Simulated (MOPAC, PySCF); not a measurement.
C3H6, SMILES `C=CC`, neutral singlet in the gas phase. 

Cartesian coordinates (Å):
```xyz
9

C      1.1947    -0.6933     0.1038
C      0.3685     0.2594    -0.3042
C     -1.0658     0.3728     0.0821
H      0.8627    -1.4821     0.7722
H      2.2305    -0.7211    -0.2137
H      0.7476     1.0289    -0.9743
H     -1.2632     1.3259     0.5830
H     -1.7133     0.3438    -0.7999
H     -1.3638    -0.4351     0.7529
```
Charge 0, multiplicity 1.

All levels are single points at this geometry (PBE0-D4/def2-TZVP); Pople sets use spherical d functions. Orbital energies aren't observables, and empty levels follow the basis.

HF/6-31G* in PySCF gives HOMO (eV) = -9.66.

Problem. Estimate the HOMO (eV) from each of these levels: PBE-D3(BJ)/def2-TZVP in PySCF; PBE0-D4/def2-TZVP in PySCF; B3LYP/3-21G in PySCF; B3LYP/6-311+G** in PySCF; B3LYP/6-31G* in PySCF; M06-2X/6-31G* in PySCF; SVWN5/6-31G* in PySCF; HF/3-21G in PySCF; HF/STO-3G in PySCF; AM1 in MOPAC; PM3 in MOPAC; PM6 in MOPAC.

Solution. 
```json
[
 {"level": "PBE-D3(BJ)/def2-TZVP in PySCF", "HOMO (eV)": "-6.24"},
 {"level": "PBE0-D4/def2-TZVP in PySCF", "HOMO (eV)": "-7.37"},
 {"level": "B3LYP/3-21G in PySCF", "HOMO (eV)": "-6.88"},
 {"level": "B3LYP/6-311+G** in PySCF", "HOMO (eV)": "-7.16"},
 {"level": "B3LYP/6-31G* in PySCF", "HOMO (eV)": "-6.81"},
 {"level": "M06-2X/6-31G* in PySCF", "HOMO (eV)": "-8.35"},
 {"level": "SVWN5/6-31G* in PySCF", "HOMO (eV)": "-5.99"},
 {"level": "HF/3-21G in PySCF", "HOMO (eV)": "-9.75"},
 {"level": "HF/STO-3G in PySCF", "HOMO (eV)": "-8.40"},
 {"level": "AM1 in MOPAC", "HOMO (eV)": "-10.07"},
 {"level": "PM3 in MOPAC", "HOMO (eV)": "-10.14"},
 {"level": "PM6 in MOPAC", "HOMO (eV)": "-10.07"}
]
```
